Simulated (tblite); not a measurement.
Compound: C₃H₆O₂S (charge +1 and doublet state).
Z-matrix (Å and degrees, GFN2-xTB geometry), rows numbered from 1:
```
C 
C   1  1.2931
S   2  1.9073  1  119.49
C   3  1.8153  2  101.14  1   113.62
O   3  1.4190  2  105.93  1    -2.25
O   3  1.4209  2  103.25  1  -131.60
H   1  1.0910  2  121.09  3   178.70
H   1  1.0831  2  125.01  3    -1.28
H   2  1.0767  1  132.69  3  -175.09
H   4  1.0887  3  105.90  2  -179.18
H   4  1.0847  3  108.63  2    62.11
H   4  1.0844  3  108.45  2   -60.66
```

Computed values, GFN2-xTB/tblite, gas phase, harmonic and unscaled. Against measured fundamentals such values can be off by several per cent, at times by over 20. One conformer, not necessarily the lowest. Open shells enter through the occupations alone, without spin polarisation, and single modes of such species can be off by tens of per cent.

Harmonic wavenumbers (cm⁻¹): 47.8, 125.8, 178.7, 211.9, 257.2, 292.9, 334.1, 429.9, 464.2, 497.5, 629.0, 749.9, 817.3, 828.5, 845.9, 968.3, 1037.5, 1113.7, 1232.7, 1241.9, 1275.4, 1359.6, 1368.4, 1696.0, 2935.6, 3014.7, 3038.3, 3050.6, 3073.4, 3082.6.

A = 4360, B = 2446, C = 2397 MHz; mass 106.009 u (most abundant isotopes); point group C1, symmetry number 1; spin multiplicity 2.

Task: Zero-point energy?

Result: ½Σν̃ = 18100 cm⁻¹ = 216.52 kJ/mol.

Task: What is S at 273.15 K and 1 bar for an ideal gas of classical rigid rotors and harmonic oscillators?

Result: Translation 165.20, rotation 111.60, vibration 78.19, spin (R ln 2) 5.76: S = 360.7 J/(mol K).

Task: And Cp and H(273.15 K) − H(0)?

Result: Cp = 118.55 J/(mol K), of which vibrations give 85.29 (their classical limit is 30 R = 249.4); H(273.15 K) − H(0) = 20.82 kJ/mol without the zero-point energy, 11.74 from vibrations.

Task: Which modes carry the vibrational entropy at 273.15 K?

Result: 47.8 cm⁻¹: 19.80; 125.8 cm⁻¹: 11.89; 178.7 cm⁻¹: 9.12; 211.9 cm⁻¹: 7.82; 257.2 cm⁻¹: 6.40; 292.9 cm⁻¹: 5.49 J/(mol K); the other 24 give 17.67 together.

Task: Blend soft modes into free rotors: weight 1/[1 + (100 cm⁻¹/ν̃)⁴] for the oscillator and the rest for a rotor with moment μB/(μ + B), μ = h/(8π²ν), B = 10⁻⁴⁴ kg m². What vibrational entropy results?

Result: 73.05 J/(mol K) in place of 78.19, which changes −T·S at 273.15 K by +1.40 kJ/mol.

Task: How do the functions run with temperature in this model?

Result: 
```
T (K)  S (J/(mol K))  Cp (J/(mol K))  H − H(0) (kJ/mol)  G − H(0) (kJ/mol)  ln q(vib)
  100          271.6            65.0               4.69             -22.47       1.06
  200          327.1            97.8              12.89             -52.53       2.85
  300          372.2           125.6              24.10             -87.56       4.74
  500          447.1           168.1              53.79            -169.76       8.43
  800          535.1           205.8             110.41            -317.67      13.48
 1000          582.9           222.2             153.29            -429.59      16.49
```

q(vib) and H(0) count from the zero-point level.

Task: What must be added to the electronic energy to get the Gibbs energy at 273.15 K and 1 bar?

Result: ZPE + [H(273.15 K) − H(0)] − T·S = 216.52 + 20.82 − 98.54 = 138.80 kJ/mol.

Hindered rotation and anharmonicity are outside this model. Other conformers, if any are populated, would add a mixing term that is left out. The structure is chiral; the term R ln 2 for an equal mix with its mirror image is left out.
